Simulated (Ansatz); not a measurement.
A nudged elastic band was laid between two geometries of HO2S (4 atoms, charge -1, multiplicity 1).

These are results of RKS B3LYP-D4/def2-SVP in Ansatz, not measurements.

```
movable images  : 9
climbing image  : yes
spring          : 5.0 eV/Å²
optimiser       : quadratic models (default)
start path      : through a guess of the saddle point
force threshold : 0.05 eV/Å
iteration limit : 10
end points      : relaxed
```

Image 0:

```xyz
4
Properties=species:S:1:pos:R:3
O -1.409 0.872 -0.390
S -0.512 0.310 0.771
O 0.681 -0.878 0.082
H 1.241 -0.304 -0.462
```

Image 10:

```xyz
4
Properties=species:S:1:pos:R:3
O -1.196 0.712 -0.359
S 0.002 0.174 0.409
O 0.062 -1.343 0.510
H 1.132 0.456 -0.559
```

(1) What changes between the two ends?

(2) What energy profile does the band end with?

(3) What is the geometry of the highest image?

The band took 10 iterations and about 80 core-seconds.

Answers

(1) Bonds broken: O3–H4. Bonds formed: S2–H4.

(2) The forces met the threshold. The highest image is number 5 of 0 to 10, 1.80 eV above the first end and 1.90 eV above the last; the last end lies 0.10 eV below the first. Another band between the same ends (9 images) ends at a top of the same energy, where a vibrational analysis finds 1 clearly imaginary mode. The orbitals stay closed-shell, which can raise the energy where a bond breaks towards radicals; this wasn't checked here. Limits of this set-up: an anion without diffuse functions, the dipole of an ion depends on the origin.

| image | path coordinate (Å) | energy (eV) | O3–H4 (Å) | S2–H4 (Å) |
| --- | --- | --- | --- | --- |
| 0 | 0.00 | 0.00 | 0.97 | 2.23 |
| 1 | 0.17 | 0.05 | 0.96 | 2.11 |
| 2 | 0.35 | 0.27 | 0.97 | 1.91 |
| 3 | 0.52 | 0.73 | 1.03 | 1.70 |
| 4 | 0.69 | 1.47 | 1.21 | 1.54 |
| 5 | 0.87 | 1.80 | 1.40 | 1.44 |
| 6 | 1.03 | 1.54 | 1.59 | 1.39 |
| 7 | 1.20 | 0.95 | 1.77 | 1.38 |
| 8 | 1.37 | 0.37 | 1.96 | 1.41 |
| 9 | 1.54 | 0.01 | 2.15 | 1.46 |
| 10 | 1.71 | -0.10 | 2.35 | 1.51 |

(3) 
```xyz
4
Properties=species:S:1:pos:R:3
O -1.392 0.790 -0.303
S -0.138 0.375 0.489
O 0.500 -1.203 0.103
H 1.030 0.038 -0.289
```

Run time: 83 s on 1 thread of Arm Neoverse V2, on a shared host, peak memory 0.095 GiB.
